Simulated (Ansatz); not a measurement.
A nudged elastic band was laid between two geometries of C2H5NS (9 atoms, charge 0, multiplicity 1).

Level of theory: RKS PBE0/6-31G* (Ansatz).

```yaml
movable_images: 7
climbing_image: yes
spring: 5.0 eV/Å²
optimiser: quadratic models (default)
start_path: through a guess of the saddle point
force_threshold: 0.05 eV/Å
iteration_limit: 58
end_points: relaxed
```

First end point:

```xyz
9
Properties=species:S:1:pos:R:3
C -0.647 0.844 -0.252
C 0.033 -0.499 -0.292
N 0.943 -0.703 0.671
S -0.321 -1.642 -1.436
H -0.514 1.346 -1.214
H -1.722 0.700 -0.111
H -0.270 1.496 0.544
H 1.432 -1.585 0.705
H 1.155 -0.004 1.367
```

Last end point:

```xyz
9
Properties=species:S:1:pos:R:3
C -0.650 0.862 -0.242
C 0.242 -0.306 0.082
N 1.090 -0.405 1.021
S 0.015 -1.674 -1.035
H -0.471 1.216 -1.262
H -1.705 0.572 -0.174
H -0.467 1.686 0.454
H 0.930 -2.455 -0.433
H 1.103 0.457 1.572
```

Q: What changes between the two ends?

A: Bonds broken: N3–H8. Bonds formed: S4–H8.

Q: Give the energies along the band, and the barrier.

A: It converged. The highest image is number 4 of 0 to 8, 168.8 kJ/mol above the first end and 109.3 kJ/mol above the last; the last end lies 59.5 kJ/mol above the first. A vibrational analysis at the climbing image gives one clearly imaginary mode, 1708i cm⁻¹: a first-order saddle point. The orbitals stay closed-shell, which can raise the energy where a bond breaks towards radicals; this wasn't checked here.

```tsv
image	path coordinate (Å)	energy (kJ/mol)	N3–H8 (Å)	S4–H8 (Å)
0	0.00	0.0	1.01	2.77
1	0.26	8.2	1.01	2.53
2	0.52	46.2	1.04	2.21
3	0.77	122.5	1.17	1.91
4	1.03	168.8	1.40	1.65
5	1.30	133.5	1.67	1.44
6	1.56	90.2	1.96	1.36
7	1.83	66.5	2.24	1.35
8	2.09	59.5	2.52	1.34
```

Q: What is the geometry of the highest image?

A: 
```xyz
9
Properties=species:S:1:pos:R:3
C -0.676 0.890 -0.256
C 0.109 -0.370 -0.116
N 1.005 -0.631 0.788
S -0.008 -1.764 -1.131
H -0.516 1.320 -1.249
H -1.745 0.672 -0.166
H -0.397 1.626 0.503
H 1.077 -1.850 0.107
H 1.240 0.060 1.502
```

Q: What are the harmonic wavenumbers there?

A: 1708i, 112, 333, 461, 607, 628, 723, 922, 997, 1059, 1112, 1345, 1429, 1493, 1501, 1635, 1784, 3089, 3171, 3180, 3495 cm⁻¹.

The band took 7 iterations and roughly 4 core-minutes.

Time of the run: 3.5 min on 1 thread of Intel(R) Xeon(R) Processor @ 2.70GHz, with other jobs on the host, peak memory 0.15 GiB.
